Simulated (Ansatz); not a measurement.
**C3H4ClF: one species, many methods**

The task here is to estimate one member of a computed series from the others.

Method: functionals in def2-TZVPP, the program's frozen cores in correlated methods; program: Ansatz 0.2.0, Gaussian basis.

Levels to be run: PBE-D4, r2SCAN-D4, PBE0-D4, B3LYP-D4, ωB97X-V, ωB97M-V, B2PLYP; CCSD(T)/def2-TZVPP; CCSD(T)/def2-QZVPP; extrapolation to the limit.

### The geometry

An earlier PBE0-D4 in a triple-zeta def2 set relaxation fixed the geometry.

9 atoms, charge 0, spin multiplicity 1.

Atoms are counted from 1 here; the program's logs count them from 0.

Bond lengths: C1–C2 1.485 Å, C1–H6 1.092 Å, C1–H7 1.093 Å, C1–H8 1.093 Å, C2–Cl3 1.723 Å, C2–C4 1.324 Å, C4–F5 1.329 Å, C4–H9 1.083 Å. Angles: C2–C1–H6 110.5°, C2–C1–H7 110.7°, C2–C1–H8 110.7°, H6–C1–H7 108.6°, H6–C1–H8 108.6°, H7–C1–H8 107.7°, C1–C2–Cl3 116.4°, C1–C2–C4 123.5°, Cl3–C2–C4 120.1°, C2–C4–F5 123.3°, C2–C4–H9 123.0°, F5–C4–H9 113.6°.

The first run:

File in.yaml:

```yaml
crystal:
  periodic: [false, false, false]
  atoms:
    - {symbol: C, position_ang: [-0.268157, 0.316245, 1.090001]}
    - {symbol: C, position_ang: [-0.316861, -0.105300, -0.333311]}
    - {symbol: Cl, position_ang: [-1.884349, -0.340570, -1.008665]}
    - {symbol: C, position_ang: [0.762487, -0.300543, -1.075399]}
    - {symbol: F, position_ang: [0.714290, -0.678306, -2.348864]}
    - {symbol: H, position_ang: [0.766286, 0.435433, 1.417403]}
    - {symbol: H, position_ang: [-0.753422, -0.425480, 1.729190]}
    - {symbol: H, position_ang: [-0.790125, 1.266189, 1.229153]}
    - {symbol: H, position_ang: [1.769851, -0.167669, -0.699519]}
basis:
  gaussian: {orbitals: def2-TZVPP}
hamiltonian: {xc: pbe, dispersion: d4}
output: {forces: true, orbitals: {seedname: orbitals}}
```

The run is started by

```sh
> ansatz run in.yaml --threads 2 --pin off --events-out ev --progress --plain --max-ram 32768MiB --backend cpu
```

Among the steps run: PBE-D4 (GGA); r2SCAN-D4 (meta-GGA); PBE0-D4 (hybrid); B3LYP-D4 (hybrid); ωB97X-V (range-separated); ωB97M-V (range-separated); B2PLYP (double hybrid); CCSD(T) in def2-TZVPP; CCSD(T) in def2-QZVPP.

One of the session's tables, all rows but one given; the rest of the session is left out.

```
            method  atomisation energy (kcal/mol)
            PBE-D4                          879.2
         r2SCAN-D4                          853.9
           PBE0-D4                              ?
          B3LYP-D4                          847.2
           ωB97X-V                          849.1
           ωB97M-V                          851.5
            B2PLYP                          839.5
     HF/def2-TZVPP                          612.2
    MP2/def2-TZVPP                          847.2
   CCSD/def2-TZVPP                          809.8
CCSD(T)/def2-TZVPP                          825.4
           MP2/CBS                          868.7
       CCSD(T)/CBS                          846.4
```

**Question.** Estimate the row for PBE0-D4.

The run gave: atomisation energy (kcal/mol): 858.4. In the column «atomisation energy (kcal/mol)» it lies between r2SCAN-D4 (853.9) and MP2/CBS (868.7).
